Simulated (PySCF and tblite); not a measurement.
Values are calculated unless marked as measured or tabulated.
trans-CHF=CHCOOH, C₃H₃FO₂, numbered as in [O:1]=[C:2]([OH:3])/[CH:4]=[CH:5]/[F:6]. Search: ETKDG and KDG, MMFF94s, GFN2-xTB, 90 starts; geometries at GFN2-xTB. Weights use HF-D3(BJ)/6-311G** (IEF-PCM, water) energies plus GFN2-xTB zero-point and thermal terms (plain harmonic). Symmetry numbers and mirror images are counted. Conformers within 2.5 kcal/mol (GFN2-xTB free energy) were kept, 4 at most. GIAO shieldings: HF/pcSseg-1 (IEF-PCM, water). Shifts are against TMS (¹H), TMS (¹³C) at the same level. Programs: PySCF with density fitting and tblite.

Torsions listed: O1–C2–O3–H3, O3–C2–C4–C5.

| conformer | shape | point group | mirror pair | ΔE(HF) | Δ(G−E) at 100 K | δ C2 (ppm) |
| --- | --- | --- | --- | --- | --- | --- |
| 1 | 0°, 180° | Cs | no | 0.00 | 0.00 | 178.8 |
| 2 | 0°, 0° | Cs | no | 0.24 | -0.03 | 177.1 |

Energies in kcal/mol; the thermal term leaves out symmetry numbers and mirror images.

(1) Work out the weights at 100 K and the ¹³C shift of C2 under fast exchange.

The minima are those of GFN2-xTB; planar forms about aryl–S or allylic bonds may be saddles in HF.

## Answers

(1) RT = 0.199 kcal/mol. Each conformer gets RT ln(σ/g), with σ the rotational symmetry number and g = 2 for a mirror pair: 1: σ = 1, g = 1, G = 0.00 + 0.00 + 0.00 = 0.00, 0.00 above the lowest, exp(−ΔG/RT) = 1.000; 2: σ = 1, g = 1, G = 0.24 − 0.03 + 0.00 = 0.20, 0.20 above the lowest, exp(−ΔG/RT) = 0.359. The sum is 1.359, so the weights are 73.6, 26.4 %. The averaged shift is 178.3 ppm. At 298.15 K it is 178.1 ppm. At 298.15 K the leading conformer alone gives 178.8 ppm and bare HF energies give 178.1 ppm.
